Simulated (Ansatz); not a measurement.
## Molecular dynamics of BFHS

The input (input.yaml):

```yaml
crystal:
  periodic: [false, false, false]
  atoms:
    - { symbol: F, position_ang: [0.799369, -0.276109, 1.475753] }
    - { symbol: B, position_ang: [0.260188, 0.106294, 0.332999] }
    - { symbol: S, position_ang: [-0.759479, -0.653313, -0.892504] }
    - { symbol: H, position_ang: [-0.244578, 0.762729, -0.936548] }
magnetization:
  spin_polarized: true
  initial_magnetization: 1
basis:
  gaussian: { orbitals: def2-SVP }
hamiltonian:
  xc: pbe
md:
  timestep: 0.5
  n_steps: 200
  ensemble: nve
  temperature: 100.0
  initial_velocities: maxwell_boltzmann
  seed: 11252
```

Run as:

```bash
$ ansatz run input.yaml --threads 1 --pin off --max-ram 2048MiB --backend cpu --events-out ev --progress --plain --runs-dir out
```

It starts at the highest image of a converged band, a first-order saddle point between two minima.

Output, in part (one step line in 3, the closing report, with atoms numbered from 0):

```
md step     0: t =     0.00 fs  T =   100.0 K  F+E_penalty+E_count = -14229.92914298 eV  E_kin = 0.025852 eV  conserved = -14229.90329098 eV  (26 SCF iters)
md step     3: t =     1.50 fs  T =   101.0 K  F+E_penalty+E_count = -14229.92938410 eV  E_kin = 0.026099 eV  conserved = -14229.90328518 eV  (26 SCF iters)
md step     6: t =     3.00 fs  T =   106.6 K  F+E_penalty+E_count = -14229.93083975 eV  E_kin = 0.027569 eV  conserved = -14229.90327054 eV  (30 SCF iters)
md step     9: t =     4.50 fs  T =   125.3 K  F+E_penalty+E_count = -14229.93563378 eV  E_kin = 0.032387 eV  conserved = -14229.90324709 eV  (30 SCF iters)
md step    12: t =     6.00 fs  T =   170.2 K  F+E_penalty+E_count = -14229.94721013 eV  E_kin = 0.043996 eV  conserved = -14229.90321443 eV  (30 SCF iters)
md step    15: t =     7.50 fs  T =   260.3 K  F+E_penalty+E_count = -14229.97045584 eV  E_kin = 0.067281 eV  conserved = -14229.90317507 eV  (30 SCF iters)
md step    18: t =     9.00 fs  T =   419.4 K  F+E_penalty+E_count = -14230.01155512 eV  E_kin = 0.108416 eV  conserved = -14229.90313888 eV  (28 SCF iters)
md step    21: t =    10.50 fs  T =   672.2 K  F+E_penalty+E_count = -14230.07691165 eV  E_kin = 0.173787 eV  conserved = -14229.90312451 eV  (27 SCF iters)
md step    24: t =    12.00 fs  T =  1034.8 K  F+E_penalty+E_count = -14230.17067471 eV  E_kin = 0.267509 eV  conserved = -14229.90316615 eV  (26 SCF iters)
md step    27: t =    13.50 fs  T =  1493.2 K  F+E_penalty+E_count = -14230.28935745 eV  E_kin = 0.386013 eV  conserved = -14229.90334480 eV  (26 SCF iters)
md step    30: t =    15.00 fs  T =  1965.2 K  F+E_penalty+E_count = -14230.41172998 eV  E_kin = 0.508043 eV  conserved = -14229.90368655 eV  (27 SCF iters)
md step    33: t =    16.50 fs  T =  2302.0 K  F+E_penalty+E_count = -14230.49906687 eV  E_kin = 0.595111 eV  conserved = -14229.90395565 eV  (26 SCF iters)
md step    36: t =    18.00 fs  T =  2398.7 K  F+E_penalty+E_count = -14230.52406650 eV  E_kin = 0.620123 eV  conserved = -14229.90394358 eV  (27 SCF iters)
md step    39: t =    19.50 fs  T =  2283.4 K  F+E_penalty+E_count = -14230.49406924 eV  E_kin = 0.590308 eV  conserved = -14229.90376135 eV  (28 SCF iters)
md step    42: t =    21.00 fs  T =  2061.6 K  F+E_penalty+E_count = -14230.43656991 eV  E_kin = 0.532961 eV  conserved = -14229.90360924 eV  (26 SCF iters)
md step    45: t =    22.50 fs  T =  1813.2 K  F+E_penalty+E_count = -14230.37232857 eV  E_kin = 0.468748 eV  conserved = -14229.90358073 eV  (28 SCF iters)
md step    48: t =    24.00 fs  T =  1543.3 K  F+E_penalty+E_count = -14230.30260878 eV  E_kin = 0.398978 eV  conserved = -14229.90363116 eV  (27 SCF iters)
md step    51: t =    25.50 fs  T =  1213.8 K  F+E_penalty+E_count = -14230.21734544 eV  E_kin = 0.313780 eV  conserved = -14229.90356523 eV  (27 SCF iters)
md step    54: t =    27.00 fs  T =   849.7 K  F+E_penalty+E_count = -14230.12292292 eV  E_kin = 0.219670 eV  conserved = -14229.90325320 eV  (27 SCF iters)
md step    57: t =    28.50 fs  T =   594.1 K  F+E_penalty+E_count = -14230.05661945 eV  E_kin = 0.153583 eV  conserved = -14229.90303649 eV  (27 SCF iters)
md step    60: t =    30.00 fs  T =   548.4 K  F+E_penalty+E_count = -14230.04494088 eV  E_kin = 0.141762 eV  conserved = -14229.90317916 eV  (28 SCF iters)
md step    63: t =    31.50 fs  T =   654.4 K  F+E_penalty+E_count = -14230.07249168 eV  E_kin = 0.169178 eV  conserved = -14229.90331363 eV  (28 SCF iters)
md step    66: t =    33.00 fs  T =   843.9 K  F+E_penalty+E_count = -14230.12144056 eV  E_kin = 0.218163 eV  conserved = -14229.90327770 eV  (28 SCF iters)
md step    69: t =    34.50 fs  T =  1125.8 K  F+E_penalty+E_count = -14230.19429501 eV  E_kin = 0.291030 eV  conserved = -14229.90326489 eV  (28 SCF iters)
md step    72: t =    36.00 fs  T =  1503.3 K  F+E_penalty+E_count = -14230.29203571 eV  E_kin = 0.388641 eV  conserved = -14229.90339463 eV  (28 SCF iters)
md step    75: t =    37.50 fs  T =  1909.1 K  F+E_penalty+E_count = -14230.39714245 eV  E_kin = 0.493543 eV  conserved = -14229.90359974 eV  (28 SCF iters)
md step    78: t =    39.00 fs  T =  2234.7 K  F+E_penalty+E_count = -14230.48143733 eV  E_kin = 0.577716 eV  conserved = -14229.90372163 eV  (28 SCF iters)
md step    81: t =    40.50 fs  T =  2407.0 K  F+E_penalty+E_count = -14230.52600999 eV  E_kin = 0.622268 eV  conserved = -14229.90374243 eV  (27 SCF iters)
md step    84: t =    42.00 fs  T =  2403.0 K  F+E_penalty+E_count = -14230.52501504 eV  E_kin = 0.621230 eV  conserved = -14229.90378523 eV  (27 SCF iters)
md step    87: t =    43.50 fs  T =  2208.3 K  F+E_penalty+E_count = -14230.47467176 eV  E_kin = 0.570898 eV  conserved = -14229.90377416 eV  (26 SCF iters)
md step    90: t =    45.00 fs  T =  1846.6 K  F+E_penalty+E_count = -14230.38097453 eV  E_kin = 0.477376 eV  conserved = -14229.90359846 eV  (26 SCF iters)
md step    93: t =    46.50 fs  T =  1416.5 K  F+E_penalty+E_count = -14230.26958061 eV  E_kin = 0.366197 eV  conserved = -14229.90338393 eV  (27 SCF iters)
md step    96: t =    48.00 fs  T =  1030.6 K  F+E_penalty+E_count = -14230.16972918 eV  E_kin = 0.266436 eV  conserved = -14229.90329312 eV  (27 SCF iters)
md step    99: t =    49.50 fs  T =   737.1 K  F+E_penalty+E_count = -14230.09386909 eV  E_kin = 0.190543 eV  conserved = -14229.90332622 eV  (26 SCF iters)
md step   102: t =    51.00 fs  T =   524.4 K  F+E_penalty+E_count = -14230.03887480 eV  E_kin = 0.135555 eV  conserved = -14229.90331981 eV  (28 SCF iters)
md step   105: t =    52.50 fs  T =   402.6 K  F+E_penalty+E_count = -14230.00727147 eV  E_kin = 0.104079 eV  conserved = -14229.90319206 eV  (27 SCF iters)
md step   108: t =    54.00 fs  T =   432.4 K  F+E_penalty+E_count = -14230.01495247 eV  E_kin = 0.111771 eV  conserved = -14229.90318105 eV  (27 SCF iters)
md step   111: t =    55.50 fs  T =   615.7 K  F+E_penalty+E_count = -14230.06256178 eV  E_kin = 0.159174 eV  conserved = -14229.90338745 eV  (27 SCF iters)
md step   114: t =    57.00 fs  T =   858.6 K  F+E_penalty+E_count = -14230.12546705 eV  E_kin = 0.221963 eV  conserved = -14229.90350374 eV  (26 SCF iters)
md step   117: t =    58.50 fs  T =  1107.0 K  F+E_penalty+E_count = -14230.18961928 eV  E_kin = 0.286180 eV  conserved = -14229.90343947 eV  (26 SCF iters)
md step   120: t =    60.00 fs  T =  1393.8 K  F+E_penalty+E_count = -14230.26374616 eV  E_kin = 0.360333 eV  conserved = -14229.90341352 eV  (26 SCF iters)
md step   123: t =    61.50 fs  T =  1735.0 K  F+E_penalty+E_count = -14230.35210626 eV  E_kin = 0.448542 eV  conserved = -14229.90356425 eV  (26 SCF iters)
md step   126: t =    63.00 fs  T =  2053.5 K  F+E_penalty+E_count = -14230.43467647 eV  E_kin = 0.530872 eV  conserved = -14229.90380456 eV  (28 SCF iters)
md step   129: t =    64.50 fs  T =  2219.8 K  F+E_penalty+E_count = -14230.47775971 eV  E_kin = 0.573856 eV  conserved = -14229.90390417 eV  (28 SCF iters)
md step   132: t =    66.00 fs  T =  2168.3 K  F+E_penalty+E_count = -14230.46429010 eV  E_kin = 0.560543 eV  conserved = -14229.90374747 eV  (28 SCF iters)
md step   135: t =    67.50 fs  T =  1955.6 K  F+E_penalty+E_count = -14230.40910424 eV  E_kin = 0.505562 eV  conserved = -14229.90354249 eV  (28 SCF iters)
md step   138: t =    69.00 fs  T =  1674.6 K  F+E_penalty+E_count = -14230.33636419 eV  E_kin = 0.432915 eV  conserved = -14229.90344941 eV  (28 SCF iters)
md step   141: t =    70.50 fs  T =  1379.3 K  F+E_penalty+E_count = -14230.25992541 eV  E_kin = 0.356568 eV  conserved = -14229.90335693 eV  (28 SCF iters)
md step   144: t =    72.00 fs  T =  1120.0 K  F+E_penalty+E_count = -14230.19277596 eV  E_kin = 0.289532 eV  conserved = -14229.90324378 eV  (28 SCF iters)
md step   147: t =    73.50 fs  T =   952.2 K  F+E_penalty+E_count = -14230.14936250 eV  E_kin = 0.246155 eV  conserved = -14229.90320746 eV  (28 SCF iters)
md step   150: t =    75.00 fs  T =   893.5 K  F+E_penalty+E_count = -14230.13424898 eV  E_kin = 0.230986 eV  conserved = -14229.90326258 eV  (28 SCF iters)
md step   153: t =    76.50 fs  T =   916.9 K  F+E_penalty+E_count = -14230.14035509 eV  E_kin = 0.237048 eV  conserved = -14229.90330661 eV  (28 SCF iters)
md step   156: t =    78.00 fs  T =   999.2 K  F+E_penalty+E_count = -14230.16160415 eV  E_kin = 0.258325 eV  conserved = -14229.90327894 eV  (28 SCF iters)
md step   159: t =    79.50 fs  T =  1145.1 K  F+E_penalty+E_count = -14230.19935600 eV  E_kin = 0.296035 eV  conserved = -14229.90332093 eV  (28 SCF iters)
md step   162: t =    81.00 fs  T =  1328.8 K  F+E_penalty+E_count = -14230.24700908 eV  E_kin = 0.343515 eV  conserved = -14229.90349371 eV  (27 SCF iters)
md step   165: t =    82.50 fs  T =  1476.9 K  F+E_penalty+E_count = -14230.28538166 eV  E_kin = 0.381796 eV  conserved = -14229.90358595 eV  (27 SCF iters)
md step   168: t =    84.00 fs  T =  1559.5 K  F+E_penalty+E_count = -14230.30667171 eV  E_kin = 0.403152 eV  conserved = -14229.90351999 eV  (27 SCF iters)
md step   171: t =    85.50 fs  T =  1621.6 K  F+E_penalty+E_count = -14230.32264969 eV  E_kin = 0.419205 eV  conserved = -14229.90344479 eV  (27 SCF iters)
md step   174: t =    87.00 fs  T =  1707.6 K  F+E_penalty+E_count = -14230.34493734 eV  E_kin = 0.441452 eV  conserved = -14229.90348539 eV  (27 SCF iters)
md step   177: t =    88.50 fs  T =  1795.1 K  F+E_penalty+E_count = -14230.36768387 eV  E_kin = 0.464065 eV  conserved = -14229.90361927 eV  (27 SCF iters)
md step   180: t =    90.00 fs  T =  1808.3 K  F+E_penalty+E_count = -14230.37115676 eV  E_kin = 0.467479 eV  conserved = -14229.90367742 eV  (27 SCF iters)
md step   183: t =    91.50 fs  T =  1708.0 K  F+E_penalty+E_count = -14230.34507086 eV  E_kin = 0.441545 eV  conserved = -14229.90352630 eV  (27 SCF iters)
md step   186: t =    93.00 fs  T =  1555.0 K  F+E_penalty+E_count = -14230.30534505 eV  E_kin = 0.401997 eV  conserved = -14229.90334789 eV  (27 SCF iters)
md step   189: t =    94.50 fs  T =  1429.5 K  F+E_penalty+E_count = -14230.27290446 eV  E_kin = 0.369548 eV  conserved = -14229.90335618 eV  (26 SCF iters)
md step   192: t =    96.00 fs  T =  1333.4 K  F+E_penalty+E_count = -14230.24814087 eV  E_kin = 0.344723 eV  conserved = -14229.90341748 eV  (26 SCF iters)
md step   195: t =    97.50 fs  T =  1238.7 K  F+E_penalty+E_count = -14230.22365780 eV  E_kin = 0.320239 eV  conserved = -14229.90341833 eV  (26 SCF iters)
md step   198: t =    99.00 fs  T =  1142.7 K  F+E_penalty+E_count = -14230.19883497 eV  E_kin = 0.295417 eV  conserved = -14229.90341819 eV  (26 SCF iters)
md step   200: t =   100.00 fs  T =  1079.7 K  F+E_penalty+E_count = -14230.18256450 eV  E_kin = 0.279127 eV  conserved = -14229.90343746 eV  (28 SCF iters)
Total energy: -14230.18258958 eV, -522.9495646029 hartree
Atom 0 at     0.816144    -0.278581     1.480322 Å, force     0.031730    -0.858392     0.706416 eV/Å
Atom 1 at     0.244242     0.095664     0.373961 Å, force     0.448111     1.131372     0.038447 eV/Å
Atom 2 at    -0.761540    -0.643481    -0.896293 Å, force     0.194688     0.382725    -0.268635 eV/Å
Atom 3 at    -0.324205     0.610606    -1.341455 Å, force    -0.674529    -0.655706    -0.476228 eV/Å
Dipole moment:    -0.080893    -0.009099    -0.175412 e Å
```

All steps were run. The conserved energy stayed within 0.17 meV per atom of its start (net change -0.037 meV per atom), so the integration is sound. The system heated up, since it started high on the potential surface and ran downhill. A run of 0.1 ps of so small a system gives no equilibrium averages.

The step under study would form B2–H4 and break S3–H4. These pairs go: B2–H4 1.52 → 1.88 Å, S3–H4 1.51 → 1.40 Å. In the last frame they stand as before the step (other bonds may differ from the relaxed reactants and products). It ends as one piece, BFHS. Pairs count as bonded within 1.25 times the sum of covalent radii (0.12 Å more for H–H).

Last frame:

```xyz
4
Properties=species:S:1:pos:R:3
F 0.816 -0.279 1.480
B 0.244 0.096 0.374
S -0.761 -0.643 -0.896
H -0.324 0.611 -1.341
```

Run time: 3.3 min on 1 thread of Arm Neoverse V2, with other jobs on the host, peak memory 0.1 GiB.
